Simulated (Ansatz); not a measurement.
The input, for Ansatz 0.2.0:

```yaml
crystal:
  periodic: [false, false, false]
  atoms:
    - {symbol: Ge, position_ang: [0.008849, -0.057311, 0.286700]}
    - {symbol: N, position_ang: [0.008849, 0.192437, -1.407781]}
    - {symbol: H, position_ang: [0.008849, 1.378869, 0.947615]}
    - {symbol: H, position_ang: [-0.769564, 0.077206, -2.046406]}
basis:
  gaussian: {orbitals: cc-pVDZ}
magnetization: {spin_polarized: false, initial_magnetization: 1}
correlation: {method: sc_nevpt2, electrons: outside_noble_gas, active_space: {window: {electrons: 11, orbitals: 10}, shells: [{species: Ge, l: s, shell: 4}, {species: Ge, l: p, shell: 4}, {species: H, l: s, shell: 1}, {species: "N", l: s, shell: 2}, {species: "N", l: p, shell: 2}]}}
```

```sh
$ ansatz run in.yaml --threads 1 --pin off --events-out ev --progress --plain --max-ram 2393MiB
```

The program prints:

```
998 factors; integrals over basis functions are off by at most 1.8e-7 eV
mean field evaluation 1: about -57978.8022 eV, gradient 3.8e1 eV
mean field evaluation 2: about -57978.8328 eV, gradient 3.8e1 eV
mean field evaluation 4: about -57983.0572 eV, gradient 3.3e0 eV
mean field evaluation 8: about -57983.6741 eV, gradient 2.1e0 eV
mean field evaluation 16: about -57983.7689 eV, gradient 1.4e-5 eV
mean field evaluation 32: about -57982.8902 eV, gradient 6.6e0 eV
mean field -57983.76893986 eV, -2130.8642057298 hartree, gradient 1.7e-6 eV, S^2 0.750000; 6 other end points of the search recorded, 0 dependent functions left out
reference -57983.76893986 eV, -2130.8642057298 hartree; 21, 20 occupied and 30, 31 virtual orbitals, 998 factors
state -57986.83940414 eV, -2130.9770432107 hartree
state -57986.83940414 eV, -2130.9770432107 hartree; corrected -57990.09912021 eV, -2131.0968355666 hartree
Total energy: -57990.09912021 eV, -2131.0968355666 hartree
Checks for a lower state left out: starts, orbital_swaps
```

Natural occupations: 1.9964 1.9812 1.9715 1.9621 1.9454 1.0111 0.0554 0.0291 0.0255 0.0224.

For the same geometry and basis RCCSDT(Q) lies 1161.4 meV lower.

Ran on 1 thread of Intel Xeon Platinum 8488C, shared host: 11 s wall, 0.18 GiB peak host memory.
